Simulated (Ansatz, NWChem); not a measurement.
**P2 (diphosphorus): the vertical ionisation energy from total energies**

The species is P2 (2 atoms), meant as a singlet with charge 0. As SMILES, `P#P`. Geometry: the measured bond length.

```csv
atom,x (Å),y (Å),z (Å)
P,0.0000,0.0000,0.0000
P,0.0000,0.0000,1.8934
```

Both states at this one shape; open shells run unrestricted unless said. 1 Eh = 27.2114 eV.

| level | program | singlet P2 (Eh) | doublet [P2]+ (Eh) |
| --- | --- | --- | --- |
| HF/def2-SVP | NWChem | -681.245301 | -680.871262 |
| BHLYP/def2-TZVPPD | Ansatz | -682.702347 | -682.327696 |
| wB97M-V/def2-TZVPPD | Ansatz | -682.674254 | -682.295341 |

Question: Work out the vertical ionisation energy at each level.

Answer: 
1. HF/def2-SVP: -680.871262 − (-681.245301) = 0.374039 Eh = 10.18 eV; against experiment -0.44 eV.
2. BHLYP/def2-TZVPPD: -682.327696 − (-682.702347) = 0.374651 Eh = 10.19 eV; against experiment -0.43 eV.
3. wB97M-V/def2-TZVPPD: -682.295341 − (-682.674254) = 0.378913 Eh = 10.31 eV; against experiment -0.31 eV.

The measured vertical value is 10.62 eV (NIST CCCBDB). Hartree–Fock favours the state with fewer electron pairs, since it lacks pair correlation.
